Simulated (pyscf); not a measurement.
Thermochemistry of product channels of H₃C–AlH₂ (SMILES [CH3][AlH2]) + HO–SiH₃ (SMILES O[SiH3]) on the singlet surface, in kcal/mol, from ωB97M-D3(BJ)/def2-TZVP energies (ideal gas, 1 atm, RRHO with modes under 100 cm⁻¹ raised to 100, one conformer, R ln 2 for chiral ones without a mode under 150 cm⁻¹). Structures and frequencies: ωB97X-D3(BJ)/def2-SVP in PySCF.

```json
[
 {"products": "CH₄ (SMILES C) + H₂Al–O–SiH₃ (SMILES [AlH2][O][SiH3])", "ΔE": "-41.1", "ΔH(298 K)": "-39.9", "ΔG(900 K)": "-34.2", "ΔG(1200 K)": "-32.0"},
 {"products": "H₃C–AlH–O–SiH₃ (SMILES [CH3][AlH][O][SiH3]) + H₂ (SMILES [H][H])", "ΔE": "-35.7", "ΔH(298 K)": "-37.3", "ΔG(900 K)": "-30.1", "ΔG(1200 K)": "-28.3"},
 {"products": "H₃C–AlH–OH (SMILES [CH3][AlH][OH]) + SiH₄ (SMILES [SiH4])", "ΔE": "-15.3", "ΔH(298 K)": "-14.9", "ΔG(900 K)": "-9.6", "ΔG(1200 K)": "-7.9"}
]
```

These are energies of the channels, which say nothing of barriers.
